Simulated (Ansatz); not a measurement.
Cost and result for the atomization energy of C₆H₁₂, SMILES `C=CC(C)(C)C` (18 atoms, 17 bonds).

```xyz
18

C     1.6209    0.5128   -1.5349
C     0.6018   -0.2334   -1.1340
C    -0.1912   -0.0934    0.1368
C    -0.0709   -1.4035    0.9208
C    -1.6592    0.1292   -0.2387
C     0.2937    1.0625    1.0005
H     2.1196    0.3167   -2.4770
H     1.9980    1.3426   -0.9477
H     0.2744   -1.0524   -1.7747
H    -0.4106   -2.2530    0.3220
H    -0.6822   -1.3649    1.8269
H     0.9651   -1.5899    1.2134
H    -2.0337   -0.6869   -0.8625
H    -2.2809    0.1782    0.6598
H    -1.7835    1.0622   -0.7933
H    -0.3078    1.1291    1.9106
H     0.2099    2.0164    0.4738
H     1.3366    0.9277    1.2982
```

Charge 0, multiplicity 1. The geometry is a stationary point of PBE0-D4/def2-TZVP. Program: Ansatz. All runs use 2 threads of an AMD EPYC 7R13 on a shared host and a share of an NVIDIA H100 80 GB. Times are those of one run each, without the atoms' runs, and a repeat can differ threefold. Electronic energies, without spin–orbit coupling; frozen cores. CCSD(T)/CBS adds CCSD(T) − MP2 in def2-TZVPP to the MP2 limit, and its time is that of the two runs behind it. T1 = 0.009.

CCSD(T)/CBS is a level of theory with its own doubt, some kJ/mol a heavy atom from the limit and from the frozen cores, so smaller differences don't rank the functionals.

```json
{"level": "r2SCAN-D4/def2-TZVPP (with forces)", "functions": "354", "atomization (kJ/mol)": "7320.8", "difference from CCSD(T)/CBS": "16.0", "per bond": "0.9"}
{"level": "revPBE-D4/def2-TZVPP", "functions": "354", "atomization (kJ/mol)": "7294.7", "difference from CCSD(T)/CBS": "-10.1", "per bond": "-0.6"}
{"level": "BHLYP-D4/def2-TZVPP", "functions": "354", "atomization (kJ/mol)": "7155.6", "difference from CCSD(T)/CBS": "-149.2", "per bond": "-8.8"}
{"level": "PBE-QIDH/def2-TZVPP", "functions": "354", "atomization (kJ/mol)": "7304.5", "difference from CCSD(T)/CBS": "-0.3", "per bond": "0.0"}
{"level": "PBE0-D4/def2-TZVPP", "functions": "354", "atomization (kJ/mol)": "7359.4", "difference from CCSD(T)/CBS": "54.6", "per bond": "3.2"}
{"level": "ωB97M-V/def2-TZVPP (with forces)", "functions": "354", "atomization (kJ/mol)": "7323.5", "difference from CCSD(T)/CBS": "18.7", "per bond": "1.1"}
{"level": "CCSD(T)/def2-SVP", "functions": "144", "atomization (kJ/mol)": "7054.0", "difference from CCSD(T)/CBS": "-250.8", "per bond": "-14.8"}
{"level": "ωB97X-V/def2-TZVPP", "functions": "354", "atomization (kJ/mol)": "7307.3", "difference from CCSD(T)/CBS": "2.5", "per bond": "0.1"}
{"level": "CCSD(T)/CBS(def2)", "functions": "–", "atomization (kJ/mol)": "7304.8", "difference from CCSD(T)/CBS": "0.0", "per bond": "0.0"}
{"level": "MP2/def2-QZVPP", "functions": "702", "atomization (kJ/mol)": "7315.3", "difference from CCSD(T)/CBS": "10.5", "per bond": "0.6"}
{"level": "CCSD(T)/def2-TZVPP", "functions": "354", "atomization (kJ/mol)": "7157.6", "difference from CCSD(T)/CBS": "-147.2", "per bond": "-8.7"}
{"level": "BLYP-D4/def2-TZVPP", "functions": "354", "atomization (kJ/mol)": "7273.6", "difference from CCSD(T)/CBS": "-31.2", "per bond": "-1.8"}
{"level": "B97M-V/def2-TZVPP", "functions": "354", "atomization (kJ/mol)": "7319.0", "difference from CCSD(T)/CBS": "14.2", "per bond": "0.8"}
```

**Question.** Order the runs by time, with rough figures. (An estimate is asked.)

**Answer.** The calculation gave: CCSD(T)/def2-SVP 3.2 s; BHLYP-D4/def2-TZVPP 3.7 s; PBE0-D4/def2-TZVPP 4.1 s; PBE-QIDH/def2-TZVPP 4.7 s; BLYP-D4/def2-TZVPP 4.8 s; revPBE-D4/def2-TZVPP 4.9 s; MP2/def2-QZVPP 4.9 s; ωB97X-V/def2-TZVPP 5.5 s; r2SCAN-D4/def2-TZVPP (with forces) 6.5 s; B97M-V/def2-TZVPP 8 s; ωB97M-V/def2-TZVPP (with forces) 8.5 s; CCSD(T)/def2-TZVPP 12 s; CCSD(T)/CBS(def2) 16 s.

Leaving LDA and LC-ωPBE aside and taking each functional with its dispersion term where it has one, the values, not all of them listed here, spread over 285.0 kJ/mol, from BHLYP-D4 to PBE-D4. LDA lies +864.6 kJ/mol from PBE without D4, its usual overbinding. From BLYP to BHLYP (50 % exact exchange), in def2-TZVPP and without D4, the atomization energy moves by −74.8 kJ/mol: exact exchange takes away binding that semilocal exchange gives to molecules. The D4 term adds +60.8 kJ/mol with B3LYP and +32.5 kJ/mol with PBE0; it sums over pairs of atoms, weighted by their polarisabilities, and B3LYP, whose exchange is more repulsive, gets the larger term.

B3LYP here is the variant with VWN-RPA as its local correlation; programs differ in this.
